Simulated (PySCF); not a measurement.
Species: FH5Si2.
Geometry (PBE0-D3(BJ)/def2-SVP, Å), atoms numbered from 1 in this order:
```
atom  x, y, z in Å
F1     1.8748    0.2089    1.3190
Si2    1.2134   -0.0082   -0.1580
Si3   -1.1162    0.1077    0.0536
H4     1.6506   -1.3397   -0.6728
H5     1.7343    1.0600   -1.0617
H6    -1.5207    1.4450    0.5828
H7    -1.6030   -0.9576    0.9811
H8    -1.7359   -0.0941   -1.2934
```

The closed-shell ground state was solved at several levels (PySCF, density fitting, gas phase, non-relativistic).

```tsv
level	basis functions	total energy (Eh)	HOMO (eV)	LUMO (eV)	gap (eV)	dipole (D)
LDA/def2-SVPD	111	-678.6222	-7.33	-1.73	5.60	1.48
PBE0/6-311+G(2d,p)	127	-681.5834	-8.47	-0.79	7.68	1.50
CAM-B3LYP/def2-SVPD	111	-681.6060	-9.77	0.37	10.14	1.55
PBE0/6-31G	45	-681.3959	-8.53	-0.23	8.30	2.09
BLYP/pcSseg-2	192	-681.9402	-7.15	-1.42	5.73	1.39
PBE0/pcSseg-1	90	-681.4986	-8.51	-0.53	7.98	1.50
PBE0/def2-SVP	75	-681.2612	-8.42	-0.38	8.04	1.39
PBE0/pcSseg-2	192	-681.6089	-8.47	-0.72	7.75	1.50
```

(1) What might PBE/def2-SVPD (111 basis functions) give for the same quantities?

(2) Over all these levels, which gives the widest orbital gap and which the narrowest?

(3) How much does the basis alone move the frontier levels among the 5 PBE0 rows?

(4) How far do the dipole and the HOMO energy spread over the levels?

## Answers

(1) Total energy -681.2129 Eh, HOMO -7.27 eV, LUMO -1.53 eV, gap 5.74 eV, dipole 1.40 D.

(2) CAM-B3LYP/def2-SVPD (range-separated hybrid) has the widest, 10.14 eV, and LDA/def2-SVPD (LDA) the narrowest, 5.60 eV. The two share the basis. From the narrowest to the widest the HOMO moves by -2.44 eV and the LUMO by +2.10 eV.

(3) The HOMO by 0.11 eV and the LUMO by 0.56 eV. By rising basis size (HOMO, LUMO in eV): 6-31G -8.53, -0.23; def2-SVP -8.42, -0.38; pcSseg-1 -8.51, -0.53; 6-311+G(2d,p) -8.47, -0.79; pcSseg-2 -8.47, -0.72.

(4) The dipole runs from 1.39 to 2.09 D (mean 1.53 D) and the HOMO from -9.77 to -7.15 eV.
